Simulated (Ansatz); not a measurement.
# Sn: frozen-core PAW against all-electron methods

```
CELL_PARAMETERS angstrom
0.00000 3.32785 3.32785
3.32785 0.00000 3.32785
3.32785 3.32785 0.00000
ATOMIC_POSITIONS crystal
Sn 0.00000 0.00000 0.00000
Sn 0.25000 0.25000 0.25000
```

Atom numbers follow the list: Sn1, Sn2.

The conventional cell has a = 6.656 Å, b = 6.656 Å, c = 6.656 Å, α = 90.00°, β = 90.00°, γ = 90.00°. Around Sn (atom 1) lie 4 Sn at 2.88 Å.

The cell was built from the diamond type and relaxed in the same program, and has space group Fd-3m; it needn't be a known or the stable phase.

Spin–orbit coupling is left out, though it moves levels of the heavy atoms by tenths of an eV or more.

All numbers are computed: DFT, PBE, PAW with Ansatz's default frozen-core files, scalar-relativistic (Ansatz 0.2.0); DFT, PBE, all-electron PAW with datasets made for the crystal, scalar-relativistic (Ansatz 0.2.0); DFT, PBE, all-electron LAPW, scalar-relativistic (Ansatz 0.2.0).

For PAW: a Γ-centred 9×9×9 k mesh, Fermi–Dirac smearing of 0.05 eV, cutoff 420 eV, no spin polarisation. The crystal-made all-electron datasets (AE datasets) take a cutoff of 240 eV at this cell. LAPW targets a basis error of 0.5 meV/atom. The Ansatz runs share mesh, smearing and spin set-up. Plane-wave (PAW) pressures include the program's estimate of the Pulay term.

Stress and pressure are positive in compression.

Levels count from the Fermi level.

```
                      quantity     PAW  AE datasets    LAPW
                pressure (GPa)    0.01         0.01    0.02
highest filled level at Γ (eV)  -1.085       -1.085  -1.085
  lowest empty level at Γ (eV)   0.150        0.150   0.150
highest filled level at L (eV)  -0.079       -0.079  -0.079
  lowest empty level at L (eV)   3.260        3.260   3.260
```

PAW's pressure differs from the LAPW value by about 0.01 GPa or less. Datasets made for the crystal and LAPW share parts of one code, so their agreement isn't an independent check.
